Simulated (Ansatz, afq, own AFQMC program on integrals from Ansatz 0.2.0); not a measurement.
SiGeH2, singlet: AFQMC among the cluster methods

```xyz
4

Si    0.0000    0.0746    1.5249
Ge    0.0000   -0.0064   -0.6402
H     0.0000   -0.3073    2.9682
H     0.0000   -1.3061    0.6773
```

Connectivity, by distances: SiH–Ge, 1 bridging H.

Basis cc-pVDZ. Noble-gas cores (and the filled d shells of Ga–Kr and In–Xe) are frozen. Ansatz 0.2.0 and our own AFQMC program on the same integrals; the CISD trial comes from CCSD amplitudes, and released means the phaseless constraint is let go. Uncertainties: one standard error, sampling alone. No spin–orbit coupling.

Determinant: RHF, the one that the program's search chose, which needn't be the lowest solution. The geometry is a PBE0/def2-TZVP stationary point of this or a neighbouring charge and spin state.

No full CI on the walks' own integrals is used here; CCSDTQ serves as the reference and is uncertain by about the last step of the cluster series.

Cautions: no relativity below Rb; no spin-orbit coupling; inner d shell frozen; restricted determinant unstable towards unrestricted (UHF 91 meV lower, ⟨S²⟩ 0.42).

```
T1 diagnostic                               : 0.0193
weight of the determinant in the CISD state : 0.841
size of the correlated space                : 10 electrons in 36 orbitals
```

```
  level  correlation energy (eV)
    MP2                  -5.0418
   CCSD                  -5.8817
CCSD(T)                  -6.1821
```

Question: Estimate where AFQMC with the constraint released lies against CCSD(T) on the same integrals.

Answer: 2.14 ± 0.12 mEh below CCSD(T).

Reference: CCSDTQ, correlation energy -6.241 eV. The released energy is read at 2.40 1/Eh (meV from the phaseless value at times in 1/Eh: -5 ± 4 at 0.24, -9 ± 4 at 0.51, -15 ± 4 at 0.99, -19 ± 3 at 1.62, -19 ± 3 at 2.40).

```tsv
level	E − E(reference) (mEh)	share of correlation (%)
CCSD(T)	2.18	99.05
CCSDT	0.96	99.58
CCSDT(Q)	-0.01	100.00
ph-AFQMC/HF	-1.46 ± 0.91	100.64
ph-AFQMC/CISD	0.75 ± 0.19	99.67
released AFQMC	0.04 ± 0.12	99.98
```

CCSDT and higher add their correlation energy to the determinant of the CCSD(T) run, since their own runs factorise the integrals more tightly (a shift of under 2 meV). A walk keeps the symmetry of its determinant, which the program's search chose and which needn't be the lowest solution, so a lower state of the same spin and another symmetry isn't excluded. Released energies are given only where the last usable release times agree within the noise; a slower fall can still hide under it.
